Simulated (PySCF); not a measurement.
**C₂HF₂−, a complex of two parts: interaction energy**

What interaction energy should one expect for `C#CF` with `[F-]`?

Computed with PySCF 2.14.0; each step states its level. No surroundings beyond the atoms listed, unless a continuum is named. Atoms count from 0, parts from 1.

### Step 1. Starting point

5 atoms, charge -1, multiplicity 1; geometry: GFN2-xTB. Parts: 1 = atoms 0–3, `C#CF`, charge 0; 2 = atom 4, `[F-]`, charge -1.

### Step 2. Optimising the geometry at PBE0-D3(BJ)/def2-SVPD

Job settings and geometry (Å):

```
{"job": {"xc": "PBE0", "basis": "def2-SVPD", "d3": "d3bj", "grid": 2, "kind": "geom", "shake": 0.01}, "charge": -1, "multiplicity": 1, "parts": [{"atoms": "0-3", "charge": 0, "multiplicity": 1}, {"atoms": "4-4", "charge": -1, "multiplicity": 1}]}
C     -0.612796     0.223603    -0.186891
C      0.484246     0.018349     0.146681
F      1.722739    -0.231039     0.519026
H     -1.661671     0.464512    -0.515742
F     -3.105891     0.738098    -0.948742
```

On the command line:

```bash
> OMP_NUM_THREADS=1 python cluster_run.py task.json out
```

The driver reads the jobs from task.json and runs them one after another.

**Question.** The jobs that follow are: CCSD(T)/aug-cc-pVDZ and MP2/aug-cc-pVTZ counterpoise interaction energy, frozen core, gas phase. Predict: point group; rotational constants (main isotopes); interaction energy, CCSD(T) limit estimate; MP2/aug-cc-pVTZ; T1 diagnostic.

The runs gave:

| quantity | value |
| --- | --- |
| point group | Cinfv |
| rotational constants (main isotopes) | 1.95, 1.95 GHz |
| interaction energy, CCSD(T) limit estimate | -50.73 kcal/mol |
| MP2/aug-cc-pVTZ | -50.32 kcal/mol |
| T1 diagnostic | 0.0163 |

**Reading.** Over 12 steps the energy fell by 0.252 eV; of the close pairs, H3–F4 changed most, 1.532 to 1.161 Å. The parts are deformed by 25.42 kcal/mol, far from their own shapes, so the interaction energy overstates the binding by that much, and the relaxed parts may be other isomers. The interaction energy leaves out the deformation of the parts, 25.42 kcal/mol at MP2. So large a deformation means that a part is far from its own minimum, so a sum across the two methods would be rough. The estimate adds CCSD(T) less MP2 in the small basis (+0.44 kcal/mol) to extrapolated MP2. Hartree-Fock gives -53.32 against -50.73 kcal/mol, so correlation weakens the interaction of the frozen parts.
